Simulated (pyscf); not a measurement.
Optimised with ωB97X-D3(BJ)/def2-SVPD in PySCF. MP2 and CC: frozen core, UHF for open shells. ΔMP2 is the change of the MP2 total energy from the triple- to the quadruple-zeta basis.

Q: For `[CH2-][Cl]` + `[FH]` → `[CH3][Cl]` + `[F-]`, a proton transfer (singlet surface; F–H broken, C–H formed), PBE/def2-TZVPD gives ΔE‡ = -17.5 kcal/mol and ΔE = -32.6 kcal/mol (zero: the separated reactants). In which direction and how far do r²SCAN/def2-TZVPD, M06-2X/def2-TZVPD, CCSD(T)/def2-TZVPPD + ΔMP2(QZVPPD) move these?

A: r²SCAN: ΔE‡ = -16.1 kcal/mol, ΔE = -30.8 kcal/mol; M06-2X: ΔE‡ = -14.9 kcal/mol, ΔE = -28.9 kcal/mol; CCSD(T): ΔE‡ = -12.3 kcal/mol, ΔE = -28.5 kcal/mol. PBE's barrier lies under all of them, by 1.3 to 5.2 kcal/mol. Its reaction energy lies under all of them, by 1.8 to 4.1 kcal/mol. On the reactant side the descent ends in a bound adduct, 16.6 kcal/mol under the separated species and 1.9 kcal/mol under the saddle at ωB97X-D3(BJ)/def2-TZVPD. On the product side the descent ends in a bound adduct (not fully relaxed), 15.9 kcal/mol under the separated species and 35.3 kcal/mol under the saddle at ωB97X-D3(BJ)/def2-TZVPD. At PBE, r²SCAN, M06-2X, CCSD(T) the saddle lies under the separated reactants, which points to a path from their complex (located at ωB97X-D3(BJ) alone). At ωB97X-D3(BJ) the barrier from the zero used here is -14.7 kcal/mol. This is the saddle that the search found; another between the same sides may lie lower. The angle at the transferred H is 177°. The CCSD(T) − MP2 part came from Ansatz, without density fitting, on the same reference.
